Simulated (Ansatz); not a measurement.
Geometry optimisation, UKS B3LYP-D4/def2-SVP in Ansatz.

The input (input.yaml):

```yaml
crystal:
  periodic: [false, false, false]
  atoms:
    - { symbol: B, position_ang: [0.0, 0.0, 0.0] }
    - { symbol: Cl, position_ang: [0.0, 0.0, 2.11] }
    - { symbol: H, position_ang: [1.0305, 0.0, -0.595] }
    - { symbol: H, position_ang: [-1.0305, 0.0, -0.595] }
    - { symbol: F, position_ang: [0.0, 0.0, 3.91] }
magnetization:
  spin_polarized: true
  initial_magnetization: 1
basis:
  gaussian: { orbitals: def2-SVP }
hamiltonian:
  xc: b3lyp
  dispersion: d4
relax:
  f_tol: 0.15
  max_steps: 25
  restrain:
    - { distance: [1, 4], at: 1.5, k: 30.0 }
    - { distance: [0, 1], at: 3.06, k: 30.0 }
output:
  orbitals: {}
```

Run as:

```bash
$ ansatz run input.yaml --threads 1 --pin off --max-ram 2048MiB --backend cpu --events-out ev --progress --plain --runs-dir out
```

Q: Where does it end, and by what steps?

A: It converged. The restraints hold the end off the free minimum; the threshold counts their pulls, which the force column leaves out. Restrained pairs: Cl2–F5 (1.80 → 1.60 Å), B1–Cl2 (2.11 → 3.05 Å). After 5 steps the energy has risen by 1.357 eV (the restraints' own energy left out); Cl2 moved furthest, 0.55 Å.

| step | energy less start (eV) | largest force component (eV/Å) | accepted |
| --- | --- | --- | --- |
| 0 | 0.0000 | 5.115 | yes |
| 1 | 0.8684 | 3.407 | yes |
| 2 | 1.6538 | 5.898 | yes |
| 3 | 1.3855 | 3.198 | yes |
| 4 | 1.3526 | 3.211 | yes |
| 5 | 1.3566 | 3.281 | yes |

```xyz
5
Properties=species:S:1:pos:R:3
B 0.000 0.000 -0.386
Cl 0.000 0.000 2.662
H 1.102 0.000 -0.853
H -1.102 0.000 -0.853
F 0.000 0.000 4.260
```

Run time: 13 s on 1 thread of Arm Neoverse V2, on a shared host, peak memory 0.14 GiB.
